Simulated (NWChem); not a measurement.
## Correlation energy of F

```
F
```
Charge 0, spin multiplicity 2.

All runs are NWChem calculations.

Basis set: cc-pVDZ. Each correlation energy counts from its own Hartree-Fock reference.

| method | correlation energy (mHa) |
|---|---|
| CCSD(T) on UHF | -152.3 |
| CCSD(T) on ROHF | -155.7 |
| URI-MP2 | -140.6 |
| CCSDT on ROHF | -155.8 |
| CCSD on ROHF | -154.8 |
| CCSD[T] on UHF | -152.4 |
| SCS-UMP2 | -137.8 |
| CCSD[T] on ROHF | -155.7 |
| UMP2 | -140.6 |
| CCSD on UHF | -151.4 |

The values span 18.0 mHa, from CCSDT on ROHF (lowest) to SCS-UMP2 (highest). 

The correlated methods keep 1 core orbital frozen. The stability of the SCF solutions was not checked. Open-shell Hartree-Fock references start from PBE0 orbitals. No row is a measurement; the coupled-cluster row has its own basis-set and correlation limits.
